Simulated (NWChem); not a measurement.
Program: NWChem. System: CH₂, charge 0, spin multiplicity 1, at a geometry optimised with B3LYP/def2-SVP. The structure started from a generated list of species. Level: CCSD(T)/cc-pVDZ, 1 core orbitals frozen, spin-restricted.

Output (cleaned and shortened):

```
             Northwest Computational Chemistry Package (NWChem) 7.3.0
             --------------------------------------------------------

                                NWChem Input Module
                                -------------------

 Scaling coordinates for geometry "geometry" by  1.889725989
 (inverse scale =  0.529177249)

                             Geometry "geometry" -> ""
                             -------------------------

 Output coordinates in angstroms (scale by  1.889725989 to convert to a.u.)

  No.       Tag          Charge          X              Y              Z
 ---- ---------------- ---------- -------------- -------------- --------------
    1 C                    6.0000     0.00000000     0.00000000     0.17993600
    2 H                    1.0000     0.86216900     0.00000000    -0.53980700
    3 H                    1.0000    -0.86216900     0.00000000    -0.53980700

 Effective nuclear repulsion energy (a.u.)       5.9609673148

            Nuclear Dipole moment (a.u.)
            ----------------------------
        X                 Y               Z
 ---------------- ---------------- ----------------
     0.0000000000     0.0000000000     0.0000037795


 Summary of "ao basis" -> "" (spherical)
 ------------------------------------------------------------------------------
       Tag                 Description            Shells   Functions and Types
 ---------------- ------------------------------  ------  ---------------------
 *                          cc-pvdz                   on all atoms

 Summary of "ao basis" -> "ao basis" (spherical)
 ------------------------------------------------------------------------------
       Tag                 Description            Shells   Functions and Types
 ---------------- ------------------------------  ------  ---------------------
 C                          cc-pvdz                  6       14   3s2p1d
 H                          cc-pvdz                  3        5   2s1p

                                 NWChem SCF Module
                                 -----------------

  ao basis        = "ao basis"
  functions       =    24
  atoms           =     3
  closed shells   =     4
  open shells     =     0
  charge          =   0.00
  wavefunction    = RHF
  use symmetry    = F
  symmetry adapt  = F

 Summary of "ao basis" -> "ao basis" (spherical)
 ------------------------------------------------------------------------------
[...]
task         2 out of        78 done   2%  at       0.0 secs
task         4 out of        78 done   5%  at       0.0 secs
task         8 out of        78 done  10%  at       0.0 secs
task        12 out of        78 done  15%  at       0.0 secs
task        16 out of        78 done  20%  at       0.0 secs
task        20 out of        78 done  25%  at       0.0 secs
task        24 out of        78 done  30%  at       0.1 secs
task        28 out of        78 done  35%  at       0.1 secs
task        32 out of        78 done  41%  at       0.1 secs
task        36 out of        78 done  46%  at       0.1 secs
task        39 out of        78 done  50%  at       0.1 secs
task        43 out of        78 done  55%  at       0.1 secs
task        47 out of        78 done  60%  at       0.1 secs
task        51 out of        78 done  65%  at       0.1 secs
task        55 out of        78 done  70%  at       0.1 secs
task        59 out of        78 done  75%  at       0.1 secs
task        63 out of        78 done  80%  at       0.1 secs
task        67 out of        78 done  85%  at       0.1 secs
task        71 out of        78 done  91%  at       0.1 secs
task        75 out of        78 done  96%  at       0.1 secs
task        78 out of        78 done 100%  at       0.1 secs
 commencing triples evaluation - blocking       1
 ccsd(t): done        1 out of       20 progress:    5.0%
 ccsd(t): done        2 out of       20 progress:   10.0%
 ccsd(t): done        3 out of       20 progress:   15.0%
 ccsd(t): done        4 out of       20 progress:   20.0%
 ccsd(t): done        5 out of       20 progress:   25.0%
 ccsd(t): done        6 out of       20 progress:   30.0%
 ccsd(t): done        7 out of       20 progress:   35.0%
 ccsd(t): done        8 out of       20 progress:   40.0%
 ccsd(t): done        9 out of       20 progress:   45.0%
 ccsd(t): done       10 out of       20 progress:   50.0%
 ccsd(t): done       11 out of       20 progress:   55.0%
 ccsd(t): done       12 out of       20 progress:   60.0%
 ccsd(t): done       13 out of       20 progress:   65.0%
 ccsd(t): done       14 out of       20 progress:   70.0%
 ccsd(t): done       15 out of       20 progress:   75.0%
 ccsd(t): done       16 out of       20 progress:   80.0%
 ccsd(t): done       17 out of       20 progress:   85.0%
 ccsd(t): done       18 out of       20 progress:   90.0%
 ccsd(t): done       19 out of       20 progress:   95.0%
 ccsd(t): done       20 out of       20 progress:  100.0%
 Time for integral evaluation pass     1        0.11
 Time for triples evaluation pass      1        0.01

 pseudo-e(mp4)  -0.29585679350650E-02
 pseudo-e(mp5)   0.32068763445786E-04
        e(t)    -0.29264991716192E-02

 --------------
 CCSD(T) Energy
 --------------
 Reference energy:                     -38.880697942176425

 CCSD corr. energy:                     -0.138916044041713
 T(CCSD) corr. energy:                  -0.002958567935065
 Total CCSD+T(CCSD) energy:            -39.022572554153200

 CCSD corr. energy:                     -0.138916044041713
 (T) corr. energy:                      -0.002926499171619
 Total CCSD(T) energy:                 -39.022540485389754

 routine      calls  cpu(0)   cpu-min  cpu-ave  cpu-max   i/o
 aoccsd          1     0.00     0.00     0.00     0.00    0.00
 iterdrv         1     0.00     0.00     0.00     0.00    0.00
 pampt          13     0.01     0.01     0.01     0.01    0.00
 t2pm           13     0.01     0.01     0.01     0.01    0.00
 sxy            13     0.02     0.02     0.02     0.02    0.00
 ints        79092     0.95     0.95     0.95     0.95    0.00
 t2eri        1014     0.04     0.04     0.04     0.04    0.00
 idx2         1014     0.02     0.02     0.02     0.02    0.00
 idx34          13     0.00     0.00     0.00     0.00    0.00
 ht2pm          13     0.01     0.01     0.01     0.01    0.00
 itm            13     0.03     0.03     0.03     0.03    0.00
 pdiis          13     0.00     0.00     0.00     0.00    0.00
 triples         1     0.00     0.00     0.00     0.00    0.00
 rdtrpo          1     0.00     0.00     0.00     0.00    0.00
 trpmos          1     0.11     0.11     0.11     0.11    0.00
 trpdrv          1     0.00     0.00     0.00     0.00    0.00
 dovvv         720     0.00     0.00     0.00     0.00    0.00
 doooo         720     0.00     0.00     0.00     0.00    0.00
 tengy         540     0.00     0.00     0.00     0.00    0.00
 Total                 1.22     1.22     1.22     1.22    0.00

 Task  times  cpu:        1.4s     wall:        1.4s

 Total times  cpu:        1.4s     wall:        1.4s
```

### Question
Write an NWChem input that would produce this output.

### Answer
One answer among several that fit: 
```
start mol
memory heap 100 mb stack 700 mb global 1900 mb
geometry units angstroms nocenter noautoz noautosym
  C      0.000000     0.000000     0.179936
  H      0.862169     0.000000    -0.539807
  H     -0.862169     0.000000    -0.539807
end
basis spherical
  * library cc-pvdz
end
scf
  rhf
  nopen 0
  maxiter 100
  thresh 1e-7
  semidirect memsize 60000000 filesize 0
end
ccsd
  freeze core 1
  maxiter 60
end
task ccsd(t) energy
```
